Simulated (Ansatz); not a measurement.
Ideal-gas functions of `FC1=NCO1` at 298.15 K and 1 bar, from an Ansatz frequency run at PBE0-D4/def2-TZVP.

Molar mass 75.04 g/mol, point group Cs (symmetry number 1), electronic degeneracy 1, moments of inertia 34.674, 93.372, 124.696 u Å². Harmonic wavenumbers (cm⁻¹, unscaled): 311, 495, 742, 745, 873, 1046, 1077, 1106, 1109, 1231, 1449, 1518, 1774, 3109, 3190.

Use S(trans) = R[1.5 ln M + 2.5 ln T − 1.1517]; rotational temperatures θ = 24.2544 K / I; S(rot) = R[ln(√π/σ · √(T³/θAθBθC)) + 1.5]; for each mode x = 1.438777 ν̃/T, S = R[x/(eˣ − 1) − ln(1 − e⁻ˣ)] and H = RT x/(eˣ − 1); 1 cm⁻¹ = 0.0119627 kJ/mol; R = 8.31446 J/(mol·K).

Problem. By hand: the entropy, in J/(mol·K).

Solution. Translation 162.7. Rotation: θ = 0.6995, 0.2598, 0.1945 K, giving 102.2. Vibration, mode by mode: 5.68, 2.81, 1.09, 1.08, 0.65, 0.32, 0.29, 0.25, 0.25, 0.15, 0.06, 0.05, 0.02, 0.00, 0.00, in all 12.7. Electronic 0.0. Sum 277.6 J/(mol·K).

Problem. By hand: H − E and G − E in kJ/mol, counted from the electronic energy.

Solution. Zero-point energy ½ × 19775 × 0.0119627 = 118.3; thermal vibration 2.7; translation, rotation and pV give 4 RT = 9.9. H − E = 130.9 kJ/mol, and G − E = 130.9 − 298.15 × 277.6/1000 = 48.1 kJ/mol.

Vibration gives 5 % of the entropy.
